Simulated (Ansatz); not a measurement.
Zinc-blende HgSe, treated with PBE-D3(BJ) (plane waves, PAW; Ansatz, a quantum-chemistry and plane-wave program).

Settings: plane-wave cutoff 520 eV, 10×10×10 k mesh, Fermi–Dirac smearing 0.01 eV, scalar-relativistic PAW data made under PBE.

A third-order Birch–Murnaghan fit to the energies gives V0 = 29.393 Å³/atom, B0 = 48.5 GPa, B′ = 5.0.

```csv
V (Å³/atom),P (GPa)
27.628,…
28.216,2.20
28.804,…
29.391,0.00
29.979,…
30.567,-1.72
31.155,…
```

Q: Estimate the withheld pressures from this fit; the answers are the runs' own values.

A: 
- 27.628, P (GPa): 3.51
- 28.804, P (GPa): 1.03
- 29.979, P (GPa): -0.91
- 31.155, P (GPa): -2.44

The formula P = (3/2) B0 (x^(7/3) − x^(5/3)) [1 + (3/4)(B′ − 4)(x^(2/3) − 1)] with x = V0/V meets the computed pressures within 0.01 GPa when these rounded values are put in.

Measured, for comparison: bulk modulus 50 GPa (temperature not stated, not corrected to a static lattice, our sources range from 48.5 to 51.6; as tabulated in Toher et al. (2017), arXiv:1611.05714); equilibrium volume per atom 28.16 Å³/atom (293 K, not corrected to a static lattice; as tabulated in Cardona et al. (2009), arXiv:0908.2634). Computed (rounded) less measured: bulk modulus -3 % (inside the range of the sources held), equilibrium volume per atom +4.4 %.

Spin–orbit coupling is not included; it can open a gap where bands touch, and shift volumes and moduli.

Static lattice: no zero-point or thermal effects.

Computing time: around 40 core-seconds (rough).
